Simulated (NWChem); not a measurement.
## How the cost of HF grows with the basis: CH2S (methanethial)

The species is CH2S (4 atoms), meant as a singlet with charge 0. As SMILES, `C=S`. The coordinates come from a PBE0-D4/def2-TZVP relaxation.

HF, gradient, NWChem 7.3.0, on 1 thread of Intel Xeon 6975P-C (Granite Rapids), shared host. N is the number of basis functions, t the processor time.

| basis | N | t (s) | ln N | ln t |
| --- | --- | --- | --- | --- |
| 6-31+G(d) | 44 | 3.7 | 3.784 | 1.308 |
| def2-TZVP | 80 | 13 | 4.382 | 2.565 |
| pcseg-2 | 92 | 22 | 4.522 | 3.091 |
| def2-TZVPP | 101 | ? | 4.615 | ? |

**Question.** Fit t = C·Nᵖ to the known rows and estimate the time in def2-TZVPP.

**Answer.** 
1. Means of the 3 rows: ln N = 4.22933, ln t = 2.3213.
2. Σ(Δln N)² = 0.30728, Σ(Δln N·Δln t) = 0.71373, so the slope is 0.71373/0.30728 = 2.3227.
3. Intercept: 2.3213 − (2.3227) × 4.22933 = -7.5022. The largest residual of the fit is 0.111.
4. ln t = -7.5022 + 2.3227 × 4.615, so t ≈ 25 s.

The run took 20 s, so the estimate is too long by a factor of about 1.2. The fitted power is 2.3, with the electron count fixed. The times don't lie on a line: the count of functions alone doesn't set the cost here, and shared hosts add noise.
